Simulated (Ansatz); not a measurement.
# LiMgH+ (doublet): wave-function methods side by side, def2-QZVPP

The task here is to estimate one member of a computed series from the others.

Method: def2-QZVPP, core rule «outside noble gas», up to 6 orbitals frozen; program: Ansatz 0.2.0, Gaussian basis.

To be run: UHF; ROHF; CCSD(T) on UHF.

2 further runs of the same task are left out: 2 set aside as unsound or not needed. Runs told in other sessions of the task aren't counted.

**What is computed**

The geometry is a PBE0/def2-TZVP stationary point (not a proven minimum) of the parent state, kept for this charge and spin.

3 atoms, charge 1, spin multiplicity 2.

Atoms are counted from 1 here; the program's logs count them from 0.

Bond lengths: Mg2–H3 1.746 Å.

The first run:

The input, in.yaml:

```yaml
crystal:
  periodic: [false, false, false]
  atoms:
    - {symbol: Li, position_ang: [0.000000, 0.000000, 2.442033]}
    - {symbol: Mg, position_ang: [0.000000, 0.000000, -0.347867]}
    - {symbol: H, position_ang: [0.000000, 0.000000, -2.094167]}
basis:
  gaussian: {orbitals: "def2-QZVPP.json"}
total_charge: 1
magnetization: {spin_polarized: true, initial_magnetization: 1}
hamiltonian: {xc: hf}
output: {orbitals: {seedname: orbitals}}
```

Command:

```
> ansatz run in.yaml --threads 1 --pin off --events-out ev --progress --plain --max-ram 2393MiB
```

Among the steps run: UHF; ROHF; CCSD(T) on UHF.

One of the session's tables, all rows but one given; the rest of the session is left out.

It belongs to the step «Misses and costs». 

```
  method  from UCCSD(T) (meV)
    ROHF              +1185.2
     UHF                    ?
    UMP2               +296.5
   UCCSD                +12.1
UCCSD(T)                    0
```

**Question.** Estimate the row for UHF.

The run gave: from UCCSD(T) (meV): +1144.3. In the column «from UCCSD(T) (meV)» it lies between UMP2 (+296.5) and ROHF (+1185.2).
